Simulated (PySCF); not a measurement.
Species: C3H5F3.
Geometry (PBE0-D3(BJ)/def2-TZVP, Å), atoms numbered from 1 in this order:
```xyz
11
C3H5F3 angstrom
C      1.105    0.706    0.085
C     -0.394    0.475    0.037
C     -0.760   -0.977   -0.107
F     -0.255   -1.514   -1.228
F     -2.089   -1.144   -0.154
F     -0.307   -1.714    0.919
H      1.317    1.771    0.181
H      1.588    0.346   -0.824
H      1.555    0.194    0.937
H     -0.850    0.998   -0.806
H     -0.882    0.833    0.947
```

Computed with PySCF at wB97X-D/pcSseg-2, non-relativistic, on one gas-phase PBE0-D3(BJ)/def2-TZVP geometry that isn't relaxed in the solvent. The solvent is an IEF-PCM continuum (cavity from Bondi-type radii × 1.2). Only the electrostatic response of the medium enters.

Gas phase at wB97X-D/pcSseg-2: HOMO -12.22 eV, LUMO 2.30 eV, dipole 2.45 D.

Task: What does the continuum do to the energy, the frontier levels and the dipole at wB97X-D/pcSseg-2 in chloroform?

Result: 
```json
{"solvent": "chloroform", "ε": "4.711", "E(solvent) − E(gas) (kcal/mol)": "-2.03", "polarisation term (kcal/mol)": "-2.21", "distortion of the solute (kcal/mol)": "0.18", "HOMO (eV)": "-12.04", "LUMO (eV)": "2.60", "dipole (D)": "2.79"}
```

Polarisation term: ½ Σ q·V over the induced surface charges. Distortion: the rise of the solute's own energy as its density leaves the gas-phase optimum.

Task: Which radius a makes the point-dipole formula ΔE = −[(ε − 1)/(2ε + 1)]·μ²/a³ give the value in chloroform, with the gas-phase dipole?

Result: μ = 0.965 au and |ΔE| = 0.00323 Eh give a = 2.48 Å; the farthest nucleus lies 2.39 Å from the centroid of the nuclei. The formula assumes a rigid point dipole at the centre of a sphere.

Task: Give the dipole vector in the frame of the coordinates (D, pointing from negative to positive charge), gas and chloroform.

Result: Gas (0.78, 2.31, 0.23), solvent (0.83, 2.66, 0.26). Its length changes by +14 % and its direction by 1°.

The pairwise dispersion term of wB97X-D wasn't added to the energies; at a given geometry it leaves orbitals and properties as they are.
